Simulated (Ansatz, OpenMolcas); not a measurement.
A ladder of methods for B2 (SMILES B#B)

B2: 2 atoms, total charge 0, spin state triplet. As SMILES, `B#B`. Geometry: relaxed at GFN2-xTB.

| atom | x (Å) | y (Å) | z (Å) |
| --- | --- | --- | --- |
| B | 0.0000 | 0.0000 | 0.0000 |
| B | 0.0000 | 0.0000 | 1.4051 |

Quantity: the vertical ionisation energy (to the doublet cation), in eV. The values are calculated.

```tsv
level	kind	program	value (eV)	less FCI/3-21G	CPU time (all runs)
U-revPBE/3-21G	GGA	Ansatz	10.31	+0.47	19 s
UPBE/3-21G	GGA	Ansatz	10.37	+0.53	18 s
UBHLYP/3-21G	global hybrid	Ansatz	10.03	+0.19	21 s
UCAM-B3LYP/3-21G	range-separated hybrid	Ansatz	10.26	+0.42	14 s
UB2PLYP/3-21G	double hybrid	Ansatz	10.03	+0.19	14 s
CASSCF(6,8)/3-21G	multireference	OpenMolcas	9.53	-0.31	4.1 s
ROCCSD(T)/3-21G	coupled cluster or CI	OpenMolcas	9.83	-0.01	3.8 s
UCCSDT(Q)/3-21G	coupled cluster or CI	Ansatz	9.86	+0.02	5.8 s
FCI/3-21G	exact in the basis	OpenMolcas	9.84	0.00	9.9 s
```

FCI/3-21G is exact within its basis and frozen core, so for wave-function methods in that basis the difference is their error; functionals converge differently with the basis, so for them it is only a difference. The values span 9.53 to 10.37 eV. Spin contamination of the reference (⟨S²⟩ at least 0.1 too high) touches U-revPBE/3-21G, UPBE/3-21G, UBHLYP/3-21G, UCAM-B3LYP/3-21G, UB2PLYP/3-21G, UCCSDT(Q)/3-21G. All rows use very small basis sets, so none should be taken for the real molecule's value. In so small a basis fixed costs decide the times, and correlated methods can beat functionals. Times are those of the runs behind each value, whatever else they computed, on shared processors of several kinds: orders of magnitude only.
